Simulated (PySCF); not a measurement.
## Solvent effects on NMR parameters

Atom-mapped SMILES (the numbers label the heavy atoms): `[O:1]=[C:2]1[CH:3]=[CH:4][C:5](=[O:6])[c:7]2[cH:8][cH:9][cH:10][cH:11][c:12]21` (H(Xn): hydrogen on atom n).

GIAO PBE0/pcSseg-1 in PySCF on one PBE0-D3(BJ)/def2-SVP conformer, non-relativistic, equivalent nuclei averaged. Solvents enter as an IEF-PCM continuum (cyclohexane with ε = 2.0) around the gas-phase geometry. Shifts are referred to TMS computed in the same medium.

Gas phase, δ in ppm: C2/C5 188.4, C3/C4 144.6, C9/C10 139.3, C7/C12 134.0, C8/C11 132.4, H(C8)/H(C11) 8.34, H(C9)/H(C10) 7.85, H(C3)/H(C4) 6.92. Dipole moment 1.37 D.

Q: How does each δ change in the continuum?

A: 
| atoms | environment | Δδ, cyclohexane |
| --- | --- | --- |
| C2/C5 | ketone carbonyl carbon | +1.4 |
| C3/C4 | β carbon of a C=C–C=O unit | +1.1 |
| C9/C10 | aromatic CH | +1.3 |
| C7/C12 | substituted aromatic carbon | +0.5 |
| C8/C11 | aromatic CH | +0.5 |
| H(C8)/H(C11) | hydrogen on an aromatic CH | +0.03 |
| H(C9)/H(C10) | hydrogen on an aromatic CH | +0.13 |
| H(C3)/H(C4) | hydrogen on a β carbon of a C=C–C=O unit | +0.12 |

Changes are relative to the gas phase. The dipole moment becomes 1.54 D in cyclohexane.

Q: Which of the listed nuclei move most (in ppm), and what does the model miss? (N and O are left out, as their reference compounds move with the solvent too.)

A: C2/C5 (ketone carbonyl carbon, +1.4 ppm) and C9/C10 (aromatic CH, +1.3 ppm) in cyclohexane. A continuum only polarises the solute; specific hydrogen bonds, the anisotropy of aromatic solvents and changes of geometry or conformer are outside it.
